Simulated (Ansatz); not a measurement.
Method: frozen-core CCSD(T)/def2-TZVPP // B3LYP-D3(BJ)/def2-TZVP in Ansatz (a program for electronic structure).

Ansatz 0.2 input:
```yaml
crystal:
  periodic: [false, false, false]
  atoms:
    - { symbol: F, position_ang: [1.25633, 0.157327, -0.463932] }
    - { symbol: C, position_ang: [0.02424, 0.032268, 0.048226] }
    - { symbol: F, position_ang: [-0.653935, 1.162164, -0.195828] }
    - { symbol: F, position_ang: [-0.595269, -0.978392, -0.576668] }
    - { symbol: H, position_ang: [0.075166, -0.157422, 1.120588] }
basis:
  gaussian: { orbitals: def2-TZVPP }
correlation:
  method: ccsd_t
```

Output:

```
Functional definition: HF
905 factors; integrals over basis functions are off by at most 1.0e-3 eV
mean field evaluation 1: about -9165.2959 eV, gradient 4.0e1 eV
mean field evaluation 2: about -9165.4215 eV, gradient 4.0e1 eV
mean field evaluation 4: about -9168.1486 eV, gradient 2.8e0 eV
mean field evaluation 8: about -9168.1826 eV, gradient 1.7e-1 eV
mean field evaluation 16: about -9167.2112 eV, gradient 2.5e1 eV
mean field -9168.18278214 eV, -336.9245028261 hartree, gradient 1.7e-6 eV, S^2 0.000000; 0 other end points of the search recorded, 0 dependent functions left out
4 core orbitals not correlated
reference -9168.18278214 eV, -336.9245028261 hartree; 13, 13 occupied and 121, 121 virtual orbitals, 905 factors
second order -24.70550609 eV of doubles, -0.00000000 eV of singles
cycle   1  -24.31373583 eV  change    3.9e-1 eV  update   9.4e-2
cycle   2  -24.79326061 eV  change   -4.8e-1 eV  update   2.6e-2
cycle   3  -24.89705239 eV  change   -1.0e-1 eV  update   1.2e-2
cycle   4  -24.88127580 eV  change    1.6e-2 eV  update   2.5e-3
cycle   5  -24.88004113 eV  change    1.2e-3 eV  update   1.1e-3
cycle   6  -24.88112201 eV  change   -1.1e-3 eV  update   2.9e-4
cycle   7  -24.88095087 eV  change    1.7e-4 eV  update   1.0e-4
cycle   8  -24.88088356 eV  change    6.7e-5 eV  update   2.1e-5
cycle   9  -24.88088663 eV  change   -3.1e-6 eV  update   6.4e-6
perturbative correction -0.75744376 eV, -0.0278355447 hartree
Total energy: -9193.82111253 eV, -337.8666940896 hartree
```

Cost: about 40 core-seconds (a rough figure).
